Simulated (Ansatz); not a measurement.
# AlClFH (SMILES [F][AlH][Cl]): one structure at several levels

How do the functionals fare away from a minimum? The structure is a structure displaced at random from a GFN2-xTB minimum.

Program: Ansatz 0.2.0, Gaussian basis. Level of theory: single points in def2-TZVPP. These are calculated values, not measurements.

Cores are frozen in the correlated methods.

## (1) The system as given

SMILES `[F][AlH][Cl]`, 4 atoms, charge 0, spin multiplicity 1.

Atoms are counted from 1 here; the program's logs count them from 0.

Bond lengths: F1–Al2 1.759 Å, Al2–Cl3 2.196 Å, Al2–H4 1.656 Å. Angles: F1–Al2–Cl3 120.9°, F1–Al2–H4 117.8°, Cl3–Al2–H4 121.3°.

Geometry (Å):

```xyz
4

F     0.4705   -0.9428    1.5064
Al    0.0971   -0.0049    0.0658
Cl   -1.6532   -0.4865   -1.1707
H     1.0954    1.2612   -0.3117
```

## (2) CCSD(T)/def2-TZVPP

run/in.yaml reads:

```yaml
crystal:
  periodic: [false, false, false]
  atoms:
    - {symbol: F, position_ang: [0.470500, -0.942800, 1.506400]}
    - {symbol: Al, position_ang: [0.097100, -0.004900, 0.065800]}
    - {symbol: Cl, position_ang: [-1.653200, -0.486500, -1.170700]}
    - {symbol: H, position_ang: [1.095400, 1.261200, -0.311700]}
basis:
  gaussian: {orbitals: def2-TZVPP}
correlation: {method: ccsd_t}
output: {forces: true}
```

The command line of these runs was not kept.

## (3) PBE0-D4/def2-TZVPP

run/in.yaml, as its differences from that of step 2:

```diff
@@ -9,3 +9,3 @@
   gaussian: {orbitals: def2-TZVPP}
-correlation: {method: ccsd_t}
-output: {forces: true}
+hamiltonian: {xc: pbe0, dispersion: d4}
+output: {forces: true, orbitals: {seedname: orbitals}}
```

## (4) wB97M-V/def2-TZVPP

run/in.yaml, as its differences from that of step 3:

```diff
@@ -9,3 +9,3 @@
   gaussian: {orbitals: def2-TZVPP}
-hamiltonian: {xc: pbe0, dispersion: d4}
-output: {forces: true, orbitals: {seedname: orbitals}}
+hamiltonian: {xc: {name: wB97M-V}}
+output: {forces: true}
```

## (5) r2SCAN-D4/def2-TZVPP

run/in.yaml, as its differences from that of step 4:

```diff
@@ -9,3 +9,3 @@
   gaussian: {orbitals: def2-TZVPP}
-hamiltonian: {xc: {name: wB97M-V}}
+hamiltonian: {xc: r2scan, dispersion: d4}
 output: {forces: true}
```

## (6) PBE-D4/def2-TZVPP

run/in.yaml, as its differences from that of step 5:

```diff
@@ -9,3 +9,3 @@
   gaussian: {orbitals: def2-TZVPP}
-hamiltonian: {xc: r2scan, dispersion: d4}
+hamiltonian: {xc: pbe, dispersion: d4}
 output: {forces: true}
```

## (7) LC-wPBE/def2-TZVPP

run/in.yaml, as its differences from that of step 6:

```diff
@@ -9,3 +9,3 @@
   gaussian: {orbitals: def2-TZVPP}
-hamiltonian: {xc: pbe, dispersion: d4}
+hamiltonian: {xc: {name: LC-wPBE}}
 output: {forces: true}
```

## (8) r2SCAN0-D4/def2-TZVPP

run/in.yaml, as its differences from that of step 7:

```diff
@@ -9,3 +9,3 @@
   gaussian: {orbitals: def2-TZVPP}
-hamiltonian: {xc: {name: LC-wPBE}}
+hamiltonian: {xc: {name: r2SCAN0}, dispersion: d4}
 output: {forces: true}
```

(Steps that only read results are left out.)

Before running it: what results should come out? Wanted: energy less free atoms, CCSD(T)/def2-TZVPP; RMS force component; RMS force error; HOMO and LUMO, PBE0-D4; T1 diagnostic.

**Answer**, as computed:

| quantity | value |
| --- | --- |
| energy less free atoms, CCSD(T)/def2-TZVPP | -1267.9 kJ/mol |
| RMS force component | 0.853 to 1.152 eV/Å over the methods |
| RMS force error | PBE0-D4 0.034, wB97M-V 0.066, r2SCAN-D4 0.029, PBE-D4 0.198, LC-wPBE 0.096, r2SCAN0-D4 0.107 eV/Å |
| HOMO and LUMO, PBE0-D4 | -9.42 and -1.55 eV |
| T1 diagnostic | 0.012 |

In words: Against CCSD(T) the functionals' energies less atoms differ by -38.3 to -1.9 kJ/mol, PBE-D4 by -34.4 kJ/mol. The reference is not at the basis limit: in triple zeta CCSD(T) underbinds, which counts against methods that bind more; the gaps are no ranking. The forces of r2SCAN-D4 come nearest to CCSD(T), those of PBE-D4 are farthest. Frozen-core CCSD(T) forces in triple zeta carry basis errors of their own, and this is one geometry, so small gaps rank nothing.
